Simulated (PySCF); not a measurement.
C3H4. Atoms are numbered in the order given.

```xyz
7

C      0.0000     0.0000    -1.2360
C      0.0000     0.0000     0.2181
C      0.0000     0.0000     1.4176
H     -0.8833     0.5100    -1.6258
H      0.0000    -1.0199    -1.6258
H      0.8833     0.5100    -1.6258
H      0.0000     0.0000     2.4795
```
Charge 0, spin multiplicity 1.

Geometry: B3LYP-D3(BJ)/def2-TZVP.

These are PBE0/def2-TZVPD run with PySCF values and carry that method's errors.

### Question
Estimate the frontier levels, gap, dipole moment and polarisability. (The exact figures need the calculation; the answer reports its results.)

### Answer

```yaml
highest_occupied_level: -7.74 eV
lowest_empty_level: 0.39 eV
orbital_gap: 8.13 eV
dipole_moment: 0.84 D
quadrupole, principal values (traceless, Buckingham form, about the centre of nuclear charge): -2.82, -2.82, 5.64 D·Å
mean_static_polarisability: 36.3 bohr³ (5.38 Å³)
polarisability_principal_values: 28.9, 28.9, 51.1 bohr³
```
